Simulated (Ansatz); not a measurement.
**SiHSF: an energy map over two coordinates**

How does the energy of FHSSi, SMILES F[SiH]=S change over two coordinates at once? A grid of runs gives the map.

Computed with Ansatz 0.2.0. Level: RKS CAM-B3LYP-D4/def2-TZVP.

### Step 1. The starting structure

SMILES `F[SiH]=S`, 4 atoms, charge 0, spin multiplicity 1.

Atoms are counted from 1 here; the program's logs count them from 0.

Bond lengths: S1–Si2 1.947 Å, Si2–F3 1.630 Å, Si2–H4 1.494 Å. Angles: S1–Si2–F3 126.2°, S1–Si2–H4 130.0°, F3–Si2–H4 103.8°.

As a file:

```xyz
4
charge 0, multiplicity 1
S     0.7941   -1.1172    1.5094
Si    0.0642   -0.0265    0.0708
F    -1.3158   -0.3128   -0.7486
H     0.5905    1.2289   -0.5441
```

### Step 3. Plan of the scan

- umbrella angle at Si2 (between each of its bonds and their common axis; 90 is planar): 15 values from 66.0 to 114.0 °
- change of the bonds Si2–S1, Si2–F3, Si2–H4, all alike: 15 values from −0.182 to 0.281 Å

Nothing else is relaxed (all other coordinates rigid). Energies count from the relaxed molecule at the same level. Points are written as (first, second).

(The set-up runs are not shown.)

### Step 4. Grid point (93.4°, 0.149 Å)

input.yaml reads:

```yaml
crystal:
  periodic: [false, false, false]
  atoms:
    - { symbol: S, position_ang: [0.772954, -1.110504, 1.670774] }
    - { symbol: Si, position_ang: [0.055342, -0.029153, 0.066233] }
    - { symbol: F, position_ang: [-1.45841, -0.27577, -0.733854] }
    - { symbol: H, position_ang: [0.583417, 1.377706, -0.526674] }
basis:
  gaussian: { orbitals: def2-TZVP }
hamiltonian:
  xc: { name: CAM-B3LYP }
  dispersion: d4
output:
  forces: true
```

Command:

```console
> ansatz run input.yaml --threads 1 --pin off --max-ram 2560MiB --backend cpu --events-out ev --progress --plain --runs-dir out
```

The session goes on with these runs: the other points that were computed.

Before running it: what results should come out? Wanted: lowest point; highest computed point; dipole moment.

As calculated:

```
               quantity                                                                            value
           lowest point                                                     (90.0°, 0.017 Å), 1.2 kJ/mol
 highest computed point                                   (66.0°, −0.182 Å), 399 kJ/mol above the lowest
      dipole moment (D)  2.22 at (90.0°, −0.149 Å) to 2.96 at (66.0°, 0.281 Å); 2.28 at the lowest point
time for the whole task                                                 3.3 min on 1 thread, shared host
```

In words: The lowest computed point is at (90.0°, 0.017 Å), 1.2 kJ/mol from the relaxed molecule at the same level. The grid is coarse, so the lowest point of the scanned range may lie between grid points; coordinates that were held can hide deeper minima. No other kind of well shows on this grid. The highest computed point, (66.0°, −0.182 Å), lies 399 kJ/mol above the lowest. Round the minimum the two coordinates are nearly uncoupled.
